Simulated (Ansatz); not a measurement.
The input, for Ansatz 0.2.0:

```yaml
crystal:
  periodic: [false, false, false]
  atoms:
    - {symbol: C, position_ang: [0.000000, -0.231556, 1.642911]}
    - {symbol: Si, position_ang: [0.000000, 0.419511, -0.056146]}
    - {symbol: O, position_ang: [0.000000, -0.495400, -1.281834]}
    - {symbol: H, position_ang: [0.000000, -1.066454, 2.334393]}
basis:
  gaussian: {orbitals: def2-SVP}
magnetization: {spin_polarized: false, initial_magnetization: 1}
hamiltonian: {xc: hf}
accuracy: high
output: {orbitals: {seedname: orbitals}}
```

```sh
$ ansatz run in.yaml --threads 1 --pin off --events-out ev --progress --plain --max-ram 2393MiB
```

The program prints:

```
978 factors; integrals over basis functions are off by at most 3.5e-9 eV
mean field evaluation 1: about -10929.1323 eV, gradient 4.3e1 eV
mean field evaluation 2: about -10929.1823 eV, gradient 4.3e1 eV
mean field evaluation 4: about -10933.7408 eV, gradient 3.9e0 eV
mean field evaluation 8: about -10933.8437 eV, gradient 7.1e-1 eV
mean field evaluation 16: about -10934.0023 eV, gradient 1.8e-1 eV
mean field evaluation 32: about -10934.1041 eV, gradient 3.5e-1 eV
mean field evaluation 64: about -10917.5397 eV, gradient 3.7e1 eV
mean field evaluation 96: about -10933.9786 eV, gradient 8.7e-2 eV
mean field evaluation 128: about -10933.9815 eV, gradient 6.0e-1 eV
mean field evaluation 160: about -10933.1463 eV, gradient 6.7e0 eV
mean field evaluation 192: about -10933.7327 eV, gradient 1.5e-1 eV
mean field evaluation 224: about -10934.7654 eV, gradient 5.2e-1 eV
mean field evaluation 256: about -10934.0866 eV, gradient 6.8e-1 eV
mean field evaluation 288: about -10934.4548 eV, gradient 3.2e-1 eV
mean field evaluation 320: about -10928.4163 eV, gradient 4.4e1 eV
mean field evaluation 352: about -10932.9057 eV, gradient 4.5e-1 eV
mean field evaluation 384: about -10934.4105 eV, gradient 2.5e-3 eV
mean field evaluation 416: about -10934.6286 eV, gradient 3.6e-1 eV
mean field evaluation 448: about -10932.7940 eV, gradient 1.5e1 eV
mean field evaluation 480: about -10929.3514 eV, gradient 5.8e0 eV
mean field evaluation 512: about -10932.2999 eV, gradient 8.1e0 eV
mean field evaluation 544: about -10933.8462 eV, gradient 1.2e-3 eV
mean field evaluation 576: about -10912.7330 eV, gradient 5.5e1 eV
mean field -10934.76896842 eV, -401.8453477367 hartree, gradient 1.7e-8 eV, S^2 0.750000; 13 other end points of the search recorded, 0 dependent functions left out
reference -10934.76896842 eV, -401.8453477367 hartree; 15, 14 occupied and 36, 37 virtual orbitals, 978 factors
Total energy: -10934.76896842 eV, -401.8453477367 hartree
```

Ran on 1 thread of Arm Neoverse N1, shared host: 8 s wall, 0.28 GiB peak host memory.
